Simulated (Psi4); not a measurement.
# [SiH5]− (SMILES [H][Si-]([H])([H])([H])[H]): CCSD/jun-cc-pVDZ

Aim: the vertical ionisation energy of [SiH5]− at CCSD/jun-cc-pVDZ, from 2 runs. 

The calculation is run with Psi4 1.11.

## 1. The molecule

The species is [SiH5]− (6 atoms), meant as a singlet with charge -1. As SMILES, `[H][Si-]([H])([H])([H])[H]`. Geometry: relaxed at GFN2-xTB.

Bond lengths: Si1–H2 1.639 Å, Si1–H3 1.644 Å, Si1–H4 1.491 Å, Si1–H5 1.491 Å, Si1–H6 1.491 Å. Angles: H2–Si1–H3 179.9°, H2–Si1–H4 90.0°, H2–Si1–H5 90.0°, H2–Si1–H6 90.1°, H3–Si1–H4 89.9°, H3–Si1–H5 90.0°, H3–Si1–H6 90.0°, H4–Si1–H5 120.1°, H4–Si1–H6 120.0°, H5–Si1–H6 120.0°.

## 2. Energy and gradient at CCSD/jun-cc-pVDZ

Contents of input.inp:

```
memory 1.6 GB

molecule mol {
  -1 1
  Si    -0.00045353     0.00043464     0.00277790
  H     -0.03758665    -0.01472097     3.09898077
  H      0.04117713     0.01485325    -3.10376178
  H      2.81688245     0.02239325     0.03628274
  H     -1.43156203     2.42848704    -0.00495108
  H     -1.38843848    -2.45144722    -0.02932855
  units au
  symmetry c1
}

set globals {
  basis    jun-cc-pVDZ
  scf_type pk
}

e_tot, wfn = gradient("ccsd", return_wfn=True)
```

Started as:

```
$ psi4 -n 1 input.inp input.out
```

input.out:

```text
[...]
  Running in c1 symmetry.
[...]
  Nuclear repulsion =   26.139781456709677
[...]
  Multiplicity = 1
[...]
  Nalpha       = 10
  Nbeta        = 10
[...]
    Number of basis functions: 47
[...]
   @RHF iter   1:  -291.70574941112562   -4.32979e-01   3.90776e-03 DIIS/ADIIS
[...]
   @RHF iter  11:  -291.74361552906839    6.25278e-13   6.96211e-11 DIIS
[...]
    Orbital Energies [Eh]
    ---------------------
    Doubly Occupied:
       1A    -68.568746     2A     -5.906468     3A     -4.014385
       4A     -4.014379     5A     -4.012119     6A     -0.500505
       7A     -0.267750     8A     -0.267664     9A     -0.239742
      10A     -0.081475
[...]
  @RHF Final Energy:  -291.74361552906839
   => Energetics <=
    Nuclear Repulsion Energy =             26.1397814567096773
    One-Electron Energy =                -460.0203266689696875
    Two-Electron Energy =                 142.1369296831915676
    Total Energy =                       -291.7436155290684496
[...]
 Multipole Moments:
 ------------------------------------------------------------------------------------
     Multipole            Electronic (a.u.)      Nuclear  (a.u.)        Total (a.u.)
 ------------------------------------------------------------------------------------
 L = 1.  Multiply by 2.5417464519 to convert [e a0] to [Debye]
 Dipole X            :         -0.0025099            0.0011509           -0.0013590
 Dipole Y            :          0.0015789           -0.0010953            0.0004836
 Dipole Z            :          0.0213292           -0.0070006            0.0143286
 Magnitude           :                                                    0.0144010
[...]
      * MP2 total energy                      = -291.898800527410117
[...]
      * CCSD total energy                     = -291.935698755599105
[...]
```

Wall time 7.2 s (1 thread of INTEL XEON PLATINUM 8581C at 2.10GHz (Emerald Rapids), shared host); peak memory 0.35 GiB.

## 3. Doublet neutral SiH5, same level

Contents of h5si.json:

```json
{
  "schema_name": "qcschema_input",
  "schema_version": 1,
  "molecule": {
    "schema_name": "qcschema_molecule",
    "schema_version": 2,
    "symbols": ["Si", "H", "H", "H", "H", "H"],
    "geometry": [-0.00045353, 0.00043464, 0.0027779, -0.03758665, -0.01472097, 3.09898077, 0.04117713, 0.01485325, -3.10376178, 2.81688245, 0.02239325, 0.03628274, -1.43156203, 2.42848704, -0.00495108, -1.38843848, -2.45144722, -0.02932855],
    "molecular_charge": 0,
    "molecular_multiplicity": 2,
    "fix_symmetry": "c1"
  },
  "driver": "gradient",
  "model": {
    "method": "ccsd",
    "basis": "jun-cc-pVDZ"
  },
  "keywords": {
    "reference": "uhf",
    "scf_type": "pk"
  }
}
```

Started as:

```
$ psi4 --qcschema h5si.json -n 1 --memory 1600MB
```

stdout:

```text
[...]
  Running in c1 symmetry.
[...]
  Nuclear repulsion =   26.139781456709677
[...]
  Multiplicity = 2
[...]
  Nalpha       = 10
  Nbeta        = 9
[...]
    Number of basis functions: 47
[...]
   @UHF iter   1:  -291.66058389750560   -3.87813e-01   3.01673e-03 ADIIS/DIIS
[...]
   @UHF iter  17:  -291.69307210996203   -4.54747e-13   7.69452e-11 DIIS
[...]
   @S^2 Observed:                8.059798382E-01
[...]
    Orbital Energies [Eh]
    ---------------------
    Alpha Occupied:
       1A    -68.784798     2A     -6.132719     3A     -4.239567
       4A     -4.239563     5A     -4.237787     6A     -0.763928
       7A     -0.562703     8A     -0.516991     9A     -0.516767
      10A     -0.403775
    Alpha Virtual:
      11A      0.067891    12A      0.067902    13A      0.069199
      14A      0.071571    15A      0.183366    16A      0.183532
      17A      0.270322    18A      0.275726    19A      0.472724
      20A      0.487624    21A      0.487670    22A      0.499798
      23A      0.499833    24A      0.522679    25A      0.623317
[...]
  @UHF Final Energy:  -291.69307210996203
   => Energetics <=
    Nuclear Repulsion Energy =             26.1397814567096773
    One-Electron Energy =                -455.5223427041326545
    Two-Electron Energy =                 137.6894891374609529
    Total Energy =                       -291.6930721099620314
  UHF NO Occupations:
  HONO-2 :    8  A 1.9973254
  HONO-1 :    9  A 1.9779526
[...]
 Multipole Moments:
 ------------------------------------------------------------------------------------
     Multipole            Electronic (a.u.)      Nuclear  (a.u.)        Total (a.u.)
 ------------------------------------------------------------------------------------
 L = 1.  Multiply by 2.5417464519 to convert [e a0] to [Debye]
 Dipole X            :         -0.0003386            0.0011509            0.0008123
 Dipole Y            :          0.0017049           -0.0010953            0.0006095
 Dipole Z            :         -0.0073251           -0.0070006           -0.0143257
 Magnitude           :                                                    0.0143617
[...]
      * MP2 total energy                      = -291.833951656754152
[...]
      * CCSD total energy                     = -291.870120655780056
[...]
```

The result, in JSON:

```text
{
 "driver": "gradient",
 "model": {
  "method": "ccsd",
  "basis": "jun-cc-pVDZ"
 },
 "success": true,
 "return_result": [0.00011341777829393038, -3.8596825165841155e-05, -0.00016328363378707508, -4.073435748820978e-05, -1.8017250696576725e-05, 0.003978588825198415, 7.308600933029694e-05, -7.010551492651895e-06, -0.0043324091153358335, -0.003235889691830307, -6.964563564712013e-05, 0.00012614943721904123, 0.001512063302508193, -0.0026340666161592807, 0.00019953931160236488, 0.0015780569591201665, 0.0027673368791556463, 0.00019141517508100558],
 "properties": {
  "calcinfo_nbasis": 47,
  "calcinfo_nmo": 47,
  "calcinfo_nalpha": 10,
  "calcinfo_nbeta": 9,
  "calcinfo_natom": 6,
  "nuclear_repulsion_energy": 26.139781456709677,
  "return_energy": -291.87012065578006,
  "return_gradient": [0.00011341777829393038, -3.8596825165841155e-05, -0.00016328363378707508, -4.073435748820978e-05, -1.8017250696576725e-05, 0.003978588825198415, 7.308600933029694e-05, -7.010551492651895e-06, -0.0043324091153358335, -0.003235889691830307, -6.964563564712013e-05, 0.00012614943721904123, 0.001512063302508193, -0.0026340666161592807, 0.00019953931160236488, 0.0015780569591201665, 0.0027673368791556463, 0.00019141517508100558],
  "scf_one_electron_energy": -455.52234270413265,
  "scf_two_electron_energy": 137.68948913746095,
  "scf_dipole_moment": [0.0008123238436220093, 0.0006095442009944677, -0.014325737122430501],
  "scf_total_energy": -291.69307210996203,
  "scf_iterations": 17,
  "mp2_same_spin_correlation_energy": -0.020170157635968973,
  "mp2_opposite_spin_correlation_energy": -0.12070938915642322,
  "mp2_singles_energy": -1.0980275905648335e-28,
  "mp2_doubles_energy": -0.1408795467923922,
  "mp2_correlation_energy": -0.1408795467923922,
  "mp2_total_energy": -291.83395165675415,
  "ccsd_same_spin_correlation_energy": -0.021731633165788376,
  "ccsd_opposite_spin_correlation_energy": -0.15531691265253392,
  "ccsd_singles_energy": 1.3558536777929412e-17,
  "ccsd_doubles_energy": -0.1770485458183223,
  "ccsd_correlation_energy": -0.17704854581832227,
  "ccsd_total_energy": -291.87012065578006,
  "ccsd_iterations": 15
 }
}
```

Wall time 12 s (1 thread of INTEL XEON PLATINUM 8581C at 2.10GHz (Emerald Rapids), shared host); peak memory 0.35 GiB.

## 4. Summary of results

Level: CCSD/jun-cc-pVDZ.

| quantity | value |
| --- | --- |
| singlet [SiH5]−: total energy | -291.93570 Eh |
| singlet [SiH5]−: HOMO energy (Hartree–Fock orbitals) | -2.22 eV |
| singlet [SiH5]−: LUMO energy (Hartree–Fock orbitals) | 5.52 eV |
| singlet [SiH5]−: HOMO–LUMO gap (to an unbound level, set by the basis) | 7.74 eV |
| singlet [SiH5]−: correlation energy | -192.1 mEh |
| singlet [SiH5]−: T1 diagnostic | 0.007 |
| singlet [SiH5]−: largest force on an atom | 0.698 eV/Å |
| doublet neutral SiH5: total energy | -291.87012 Eh |
| doublet neutral SiH5: HOMO energy (Hartree–Fock orbitals) (highest over α and β) | -10.99 eV |
| doublet neutral SiH5: LUMO energy (Hartree–Fock orbitals) (lowest over α and β) | -0.58 eV |
| doublet neutral SiH5: correlation energy | -177.0 mEh |
| doublet neutral SiH5: ⟨S²⟩ of the reference determinant | 0.806 |
| doublet neutral SiH5: T1 diagnostic | 0.017 |
| doublet neutral SiH5: largest force on an atom | 0.223 eV/Å |
| vertical detachment energy (to the doublet neutral) | 1.784 eV |

Removing an electron at fixed nuclei costs 1.78 eV (41 kcal/mol). The largest force (singlet [SiH5]−) is 0.70 eV/Å: the shape isn't a stationary point for this species at this level.
